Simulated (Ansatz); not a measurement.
Mg₃H₃, relaxed as a doublet with UKS PBE-D4/def2-TZVP in Ansatz, starting from the GFN2-xTB geometry. Force threshold 0.02 eV/Å.

The relaxation made no stability test and no search for a lower SCF solution. Another isomer (doublet) lies 0.47 eV lower at PBE0-D4/def2-TZVP; other spin states weren't run for this one.

Start:

```xyz
6

Mg   -1.485   -0.954   -0.573
Mg    1.360   -1.314   -0.699
Mg    0.327    1.113   -0.019
H     0.147    2.144   -1.360
H    -1.091   -2.222    1.062
H     0.742    1.233    1.589
```

| step | energy (eV) | largest force component (eV/Å) | SCF passes |
| --- | --- | --- | --- |
| 1 | -16368.4863 | 1.061 | 21 |
| 2 | -16369.0947 | 0.539 | 22 |
| 3 | -16369.2794 | 0.368 | 21 |
| 4 | -16369.4101 | 0.242 | 20 |
| 5 | -16369.5120 | 0.260 | 21 |
| 6 | -16369.6186 | 0.205 | 20 |
| 7 | -16369.7300 | 0.251 | 20 |
| 8 | -16369.8492 | 0.261 | 20 |
| 9 | -16369.9558 | 0.241 | 21 |
| 10 | -16370.0491 | 0.229 | 22 |
| 11 | -16370.1026 | 0.112 | 21 |
| 12 | -16370.1334 | 0.057 | 21 |
| 13 | -16370.1445 | 0.075 | 19 |
| 14 | -16370.1479 | 0.013 | 20 |

Force components are those of the run's own axes.

End:

```
atom   x (Å)   y (Å)   z (Å)
 Mg1  -0.829  -1.044   0.591
 Mg2   1.902  -1.428  -1.210
 Mg3   0.205   1.339  -0.555
  H4   0.827   2.806  -1.191
  H5  -1.454  -2.458   1.332
  H6  -0.650   0.785   1.033
```

Bonds formed: Mg1–H6 (atoms count from 1). Metal–metal contacts that move far: Mg2–Mg3 2.72 to 3.31 Å.

No frequencies were taken in this run, so the end may be a saddle point.

It took 11 s on 4 threads of Arm Neoverse V2 on a shared host.
